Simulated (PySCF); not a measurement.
Vibration and rotation of SiCl⁺

RHF-CCSD(T) constants of SiCl⁺, ¹Σ⁺ (singlet), closed shell (basis Si pcseg-1, Cl pcseg-1; no relativity; PySCF 2.14; masses 27.9769 and 34.9689 u):

| Property | Result |
| --- | --- |
| ωe | 669.1 cm⁻¹ |
| ωexe | 2.5 cm⁻¹ |
| Be | 0.28011 cm⁻¹ |
| αe | 0.00150 cm⁻¹ |
| D (centrifugal) | 1.96e-07 cm⁻¹ |
| De to Si⁺ + Cl | 4.54 eV |

Question: Give the vibrational terms G(v) and spacings up to v = 6.

Answer: G(v) = ωe(v+½) − ωexe(v+½)².

```json
{"v": "0", "G(v) (cm⁻¹)": "333.9", "G(v) − G(v−1)": "", "Bv (cm⁻¹)": "0.2794"}
{"v": "1", "G(v) (cm⁻¹)": "998.0", "G(v) − G(v−1)": "664.1", "Bv (cm⁻¹)": "0.2779"}
{"v": "2", "G(v) (cm⁻¹)": "1657.1", "G(v) − G(v−1)": "659.1", "Bv (cm⁻¹)": "0.2764"}
{"v": "3", "G(v) (cm⁻¹)": "2311.2", "G(v) − G(v−1)": "654.1", "Bv (cm⁻¹)": "0.2749"}
{"v": "4", "G(v) (cm⁻¹)": "2960.3", "G(v) − G(v−1)": "649.1", "Bv (cm⁻¹)": "0.2734"}
{"v": "5", "G(v) (cm⁻¹)": "3604.4", "G(v) − G(v−1)": "644.1", "Bv (cm⁻¹)": "0.2719"}
{"v": "6", "G(v) (cm⁻¹)": "4243.5", "G(v) − G(v−1)": "639.1", "Bv (cm⁻¹)": "0.2704"}
```

Question: How well does the Morse estimate ωe²/(4ωexe) reproduce De, and what is D0?

Answer: It gives 5.55 eV, 122 % of the computed De. D0 = De − G(0) = 4.54 − 0.04 = 4.50 eV.

Correlated steps freeze 10 core orbitals. Correlated levels converge slowly with the basis: in double zeta they bind strong bonds too weakly, by up to about 1 eV, and carry superposition errors of some tenths. For an ion De counts to the pair picked by the measured ionisation energies or electron affinities, which need not be the lowest pair at this level. Where the molecule has an RHF reference, its open-shell atoms are computed with UHF. The CCSD T1 diagnostic is raised, a sign that a single reference may not be enough here.
